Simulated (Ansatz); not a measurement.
**CH₄AlO+: one structure at several levels**

A test off equilibrium: a structure displaced at random from a GFN2-xTB minimum is computed at several levels, and each is set against CCSD(T).

Program: Ansatz 0.2.0, Gaussian basis. Level of theory: single points in def2-TZVPP. These are calculated values, not measurements.

Cores are frozen in the correlated methods.

## 1. Starting geometry

SMILES `[CH2+][O][AlH2]`, 7 atoms, charge 1, spin multiplicity 1.

Atoms are counted from 1 here; the program's logs count them from 0.

Bond lengths: C1–O2 1.199 Å, C1–H4 1.044 Å, C1–H5 1.109 Å, O2–Al3 1.886 Å, Al3–H6 1.557 Å, Al3–H7 1.502 Å. Angles: O2–C1–H4 119.3°, O2–C1–H5 114.7°, H4–C1–H5 124.0°, C1–O2–Al3 173.5°, O2–Al3–H6 109.6°, O2–Al3–H7 116.1°, H6–Al3–H7 133.6°.

As a file:

```tsv
atom	x (Å)	y (Å)	z (Å)
C1	-1.30320	0.23340	-0.77440
O2	-0.30200	0.06270	-0.13640
Al3	1.35690	-0.28970	0.68780
H4	-1.61250	-0.50300	-1.44670
H5	-1.95710	1.04810	-0.40180
H6	1.63430	0.78110	1.78350
H7	2.19010	-1.37130	0.06160
```

## 2. CCSD(T)/def2-TZVPP

Input file run/in.yaml:

```yaml
crystal:
  periodic: [false, false, false]
  atoms:
    - {symbol: C, position_ang: [-1.303200, 0.233400, -0.774400]}
    - {symbol: O, position_ang: [-0.302000, 0.062700, -0.136400]}
    - {symbol: Al, position_ang: [1.356900, -0.289700, 0.687800]}
    - {symbol: H, position_ang: [-1.612500, -0.503000, -1.446700]}
    - {symbol: H, position_ang: [-1.957100, 1.048100, -0.401800]}
    - {symbol: H, position_ang: [1.634300, 0.781100, 1.783500]}
    - {symbol: H, position_ang: [2.190100, -1.371300, 0.061600]}
basis:
  gaussian: {orbitals: def2-TZVPP}
total_charge: 1
correlation: {method: ccsd_t}
output: {forces: true}
```

No record of the launch command was kept for these runs.

## 3. PBE0-D4/def2-TZVPP

run/in.yaml: that of step 2 with these lines changed.

```diff
@@ -13,3 +13,3 @@
 total_charge: 1
-correlation: {method: ccsd_t}
-output: {forces: true}
+hamiltonian: {xc: pbe0, dispersion: d4}
+output: {forces: true, orbitals: {seedname: orbitals}}
```

## 4. wB97M-V/def2-TZVPP

run/in.yaml: that of step 3 with these lines changed.

```diff
@@ -13,3 +13,3 @@
 total_charge: 1
-hamiltonian: {xc: pbe0, dispersion: d4}
-output: {forces: true, orbitals: {seedname: orbitals}}
+hamiltonian: {xc: {name: wB97M-V}}
+output: {forces: true}
```

## 5. r2SCAN-D4/def2-TZVPP

run/in.yaml: that of step 4 with these lines changed.

```diff
@@ -13,3 +13,3 @@
 total_charge: 1
-hamiltonian: {xc: {name: wB97M-V}}
+hamiltonian: {xc: r2scan, dispersion: d4}
 output: {forces: true}
```

## 6. PBE-D4/def2-TZVPP

run/in.yaml: that of step 5 with these lines changed.

```diff
@@ -13,3 +13,3 @@
 total_charge: 1
-hamiltonian: {xc: r2scan, dispersion: d4}
+hamiltonian: {xc: pbe, dispersion: d4}
 output: {forces: true}
```

## 7. SPW92/def2-TZVPP

run/in.yaml: that of step 6 with these lines changed.

```diff
@@ -13,3 +13,3 @@
 total_charge: 1
-hamiltonian: {xc: pbe, dispersion: d4}
+hamiltonian: {xc: lda}
 output: {forces: true}
```

## 8. LC-wPBE/def2-TZVPP

run/in.yaml: that of step 7 with these lines changed.

```diff
@@ -13,3 +13,3 @@
 total_charge: 1
-hamiltonian: {xc: lda}
+hamiltonian: {xc: {name: LC-wPBE}}
 output: {forces: true}
```

(Steps that only read results are left out.)

Before running it: what results should come out? Wanted: energy less free atoms, CCSD(T)/def2-TZVPP; RMS force component; RMS force error; HOMO and LUMO, PBE0-D4; T1 diagnostic.

As calculated:

| quantity | value |
| --- | --- |
| energy less free atoms, CCSD(T)/def2-TZVPP | -1533.8 kJ/mol |
| RMS force component | 1.026 to 1.149 eV/Å over the methods |
| RMS force error | PBE0-D4 0.253, wB97M-V 0.177, r2SCAN-D4 0.144, PBE-D4 0.146, SPW92 0.309, LC-wPBE 0.256 eV/Å |
| HOMO and LUMO, PBE0-D4 | -13.78 and -8.59 eV |
| T1 diagnostic | 0.015 |

Against CCSD(T) the functionals' energies less atoms differ by -343.0 to -25.2 kJ/mol, PBE-D4 by -66.5 kJ/mol. The reference is not at the basis limit: in triple zeta CCSD(T) underbinds, which counts against methods that bind more; the gaps are no ranking. On forces the order runs from r2SCAN-D4 to SPW92. Frozen-core CCSD(T) forces in triple zeta carry basis errors of their own, and this is one geometry, so small gaps rank nothing.
